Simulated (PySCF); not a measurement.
Compound: C3H9N.
Atom-mapped SMILES: `[CH3:1][CH:2]([CH3:3])[NH2:4]` (hydrogens: H5, H6, H7 on C1; H8 on C2; H9, H10, H11 on C3; H12, H13 on N4)

The geometry is computed with GFN2-xTB (gas phase).

Question: List the bond lengths and angles at this level.

Answer: 
```csv
bond,length (Å),order
"C1–C2, C2–C3",1.527,single
C2–N4,1.458,single
C1–H5 and 5 like bonds,1.087,single
C2–H8,1.108,single
"N4–H12, N4–H13",1.014,single
```

Bonds in one row agree within 0.01 Å and their mean is given. Orders are formal, as drawn. A selection of angles:
```csv
angle,degrees
C2–C1–H5,109.5
C2–C1–H7,110.6
H5–C1–H6,109.2
C1–C2–C3,110.8
C1–C2–N4,108.5
C1–C2–H8,108.4
N4–C2–H8,112.2
C2–N4–H12,110.6
C2–N4–H13,110.5
H12–N4–H13,108.0
```

Of the pairs four or more bonds apart, H7···H13 is among the closest relative to their van der Waals radii: 2.47 Å, 103 % of the sum of Bondi's values. N4 (primary amine nitrogen) is pyramidal (angles 110.6°, 110.5° and 108.0°, sum 329.0°, 0.37 Å off the plane of its three neighbours).

Point group: Cs (tolerance 0.08 Å). No frequency check. One conformer, not necessarily the lowest (C1–C2–N4–H -179° and -60°).
